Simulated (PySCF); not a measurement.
A GIAO shielding run with PySCF (density fitting, non-relativistic, gas phase) on Sodium Chloride, ClNa:

```
$ OMP_NUM_THREADS=1 python probes_run.py task.json out

{"job": {"kind": "nmr", "xc": "B97-2", "basis": "pcSseg-2", "pop": false}, "charge": 0, "multiplicity": 1}
Na     1.274989     0.214365     0.048655
Cl    -1.082396     0.272145     0.023247
```

Hardware: 1 thread of an Arm Neoverse V1, shared host.

(1) How large is the calculation?

(2) How long does it take, and how much memory does it need?

(3) And these other runs on the same molecule and hardware: GIAO shielding at KT3/pcSseg-2; GIAO shielding at PBE0/pcSseg-2; GIAO shielding at wB97X-D/pcSseg-2?

Answers

(1) 28 electrons, 71 basis functions and 295 auxiliary functions.

(2) 0.84 s of wall time, with 11 SCF cycles and 4 response iterations; peak memory 0.37 GiB. Times on a shared host scatter by some tens of per cent.

(3) KT3/pcSseg-2: 71 functions, 1.4 s; PBE0/pcSseg-2: 71 functions, 2.5 s; wB97X-D/pcSseg-2: 71 functions, 1.1 s.
